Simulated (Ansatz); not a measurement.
```yaml
crystal:
  periodic: [false, false, false]
  atoms:
    - {symbol: N, position_ang: [1.087930, -1.875757, 1.367812]}
    - {symbol: C, position_ang: [0.642419, -0.943966, 0.864400]}
    - {symbol: C, position_ang: [0.095217, 0.234309, 0.180893]}
    - {symbol: O, position_ang: [0.881287, 0.640994, -0.889733]}
    - {symbol: S, position_ang: [-1.627433, -0.188863, -0.259066]}
    - {symbol: H, position_ang: [0.081034, 1.065193, 0.887646]}
    - {symbol: H, position_ang: [0.867427, -0.049398, -1.562787]}
    - {symbol: H, position_ang: [-1.935779, 1.060387, -0.644965]}
basis:
  gaussian: {orbitals: def2-TZVPD, final_grid: {core_spheres: 1, valence_spheres: 1, degree: 5}}
hamiltonian: {xc: {name: wB97M-V}}
```

```sh
$ ansatz run in.yaml --threads 2 --pin off --events-out ev --progress --plain --max-ram 4352MiB
```

It prints (some lines left out):

```
Functional definition: wB97M-V
1160 factors; their error is unknown
348 factors; integrals over basis functions are off by at most 2.4e-5 eV
mean field evaluation 1: about -16489.4490 eV, gradient 5.2e1 eV
mean field evaluation 2: about -16487.8861 eV, gradient 6.2e1 eV
mean field evaluation 4: about -16494.4743 eV, gradient 3.7e0 eV
mean field evaluation 8: about -16474.2404 eV, gradient 1.4e1 eV
mean field evaluation 16: about -16474.5184 eV, gradient 1.6e-3 eV
mean field -16474.51836394 eV, -605.4273830450 hartree, gradient 5.9e-5 eV, S^2 0.000000; 0 other end points of the search recorded, 0 dependent functions left out
reference -16474.51856385 eV, -605.4273903916 hartree; 23, 23 occupied and 201, 201 virtual orbitals, 1160 factors
Total energy: -16474.51856385 eV, -605.4273903916 hartree
```

In this input the integration grid is far too coarse. The run converged. The result belongs to that input, not to the molecule as meant.
